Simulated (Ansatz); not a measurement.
# AlHMg: the cost of one run

The runs use Ansatz 0.2.0, Gaussian basis; def2-QZVPP, all electrons in the functionals, frozen cores in the correlation of double hybrids and RPA.

To be run: wB97M-V, B2PLYP, at charge 0, triplet; charge 0, singlet; charge 0, quintet; charge 1, doublet; charge 1, quartet.

2 further runs of the same task are left out: 2 set aside as unsound or not needed.

### 1 The geometry

The geometry is a PBE0/def2-TZVP stationary point (not a proven minimum).

3 atoms, charge 0, spin multiplicity 3.

Atoms are counted from 1 here; the program's logs count them from 0.

Bond lengths: Al1–H3 1.606 Å.

Geometry (Å):

```xyz
3
AlHMg
Al    0.0000    0.0000    0.3567
Mg    0.0000    0.0000   -2.3191
H     0.0000    0.0000    1.9624
```

No dispersion term is added; wB97M-V holds VV10 nonlocal correlation.

The geometry shown and the zero of energy belong to the point charge 0, triplet. The yardstick, UCCSD(T), and other wave-function levels (R restricted, U unrestricted, valence and pair active spaces) come from earlier runs.

### 2 wB97M-V, charge 0, triplet

in.yaml reads:

```yaml
crystal:
  periodic: [false, false, false]
  atoms:
    - {symbol: Al, position_ang: [0.000000, 0.000000, 0.356700]}
    - {symbol: Mg, position_ang: [0.000000, 0.000000, -2.319100]}
    - {symbol: H, position_ang: [0.000000, 0.000000, 1.962400]}
basis:
  gaussian: {orbitals: "def2-QZVPP.json"}
magnetization: {spin_polarized: true, initial_magnetization: 2}
hamiltonian: {xc: {name: wB97M-V}}
output: {orbitals: {seedname: orbitals}}
```

Command:

```console
> ansatz run in.yaml --threads 1 --pin off --events-out ev --progress --plain --max-ram 2393MiB
```

Q: Estimate wall time and peak memory on 1 thread of Arm Neoverse V1, shared host.

About 22 s, with a peak of 0.45 GiB.
